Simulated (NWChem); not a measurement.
Species: isobutane (C$_{4}$H$_{10}$); SMILES C(C)(C)C

Results from NWChem. Structure relaxed at the PBE0/def2-SVP level.

For level CAM-B3LYP/def2-TZVP:

```
Quantity                      Value
---------------------------  ------
highest occupied level (eV)  -10.39
orbital gap (eV)              12.25
dipole (D)                     0.14
```

### Question
How do the values read with level CAM-B3LYP/STO-3G instead?

### Answer
| Quantity | Value |
|---|---|
| highest occupied level (eV) | -9.22 |
| orbital gap (eV) | 20.85 |
| dipole (D) | 0.03 |
